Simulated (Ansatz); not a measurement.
We consider bcc V, described by revPBE (PAW; Ansatz, an electronic-structure program).

Numerical settings: plane-wave cutoff 520 eV, 26×26×26 k mesh, Fermi–Dirac smearing 0.05 eV, no spin polarisation, scalar-relativistic PAW data made under PBE.

Cell (relaxed at this level):

```xyz
1
Lattice="-1.5071 1.5071 1.5071 1.5071 -1.5071 1.5071 1.5071 1.5071 -1.5071" Properties=species:S:1:pos:R:3 pbc="T T T"
V      0.0000     0.0000     0.0000
```

Task: What does this level give for the bulk modulus B0 and pressure derivative B′ of the bulk modulus?

Result: 
- bulk modulus B0: 175 GPa
- pressure derivative B′ of the bulk modulus: 3.8

The run finds no gap.

Measured, for comparison: bulk modulus 161 GPa (corrected for temperature and zero-point phonon effects, our sources range from 159 to 166; as tabulated in Levämäki et al. (2014), arXiv:1402.3671). Computed (rounded) less measured: bulk modulus +9 % (+5 % to +10 % over the range).

The result took about 60 core-seconds (a rough figure).
